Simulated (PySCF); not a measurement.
Where the electron goes

C2H4Cl2.
Z-matrix (Å and degrees, PBE0-D3(BJ)/def2-TZVP geometry), rows numbered from 1:
```
C 
C   1  1.5038
Cl  2  1.7772  1  110.83
Cl  2  1.7770  1  110.84  3  -122.94
H   1  1.0913  2  109.60  3   -58.82
H   1  1.0911  2  109.60  3  -178.66
H   1  1.0900  2  110.34  3    61.25
H   2  1.0871  1  112.52  3   118.51
```

Level of theory: TDDFT CAM-B3LYP/aug-cc-pVTZ, vertical, gas phase, core orbitals frozen in the response in PySCF 2.14.0, density-fitted response routines. Isolated species at its PBE0-D3(BJ)/def2-TZVP geometry, gas phase.

Frontier orbitals with the atoms that hold most of them (Löwdin shares over 4%, at most four atoms; ? is withheld):

| orbital | ε (eV) | atoms |
| --- | --- | --- |
| HOMO-3 | -10.80 | Cl3 37%, Cl4 37%, C2 17%, C1 5% |
| HOMO-2 | -10.63 | Cl4 40%, Cl3 40%, C2 14% |
| HOMO-1 | -10.12 | Cl3 35%, Cl4 35%, C2 19%, C1 4% |
| HOMO | -10.06 | ? |
| LUMO | ? | ? |
| LUMO+1 | 0.61 | H8 23%, H7 21%, C1 15%, C2 12% |
| LUMO+2 | 0.86 | H5 26%, H6 26%, C1 23%, C2 12% |

(1) Give the leading atoms of the HOMO.

(2) Give the leading atoms of the LUMO.

(3) What is the LUMO energy, and the HOMO–LUMO gap?

Results:

(1) Cl3 (bonded to C) 42%; Cl4 (bonded to C) 42%; C2 (bonded to C, 2 Cl and H) 14%. By element: chlorine 83%, carbon 14% or more.

(2) H8 (bonded to C) 28%; H5 (bonded to C) 24%; H6 (bonded to C) 24%; H7 (bonded to C) 11%.

(3) ε(LUMO) = 0.19 eV; the gap is 10.26 eV (0.3770 hartree).

Task: The HOMO–LUMO gap is 10.26 eV. Where does the response calculation put the lowest singlet, and from which orbitals?

Result: S1 is at 7.02 eV (f = 0.0003), 3.24 eV below the gap, made of HOMO-1→LUMO+3 (53%), HOMO-1→LUMO+1 (16%). 

Task: Give energy, strength and leading configuration of S5 and S6, and follow the Löwdin shares of the leading atoms from the occupied to the empty orbital.

Result: 
- S5 (7.83 eV, f 0.043), HOMO-1→LUMO (73%): Cl3 35% → at most 12%, Cl4 35% → at most 12%, H8 at most 5% → 28%, H5 at most 5% → 24%
- S6 (7.83 eV, f 0.032), HOMO→LUMO (73%): Cl3 42% → at most 12%, Cl4 42% → at most 12%, H8 at most 4% → 28%, H5 at most 4% → 24%
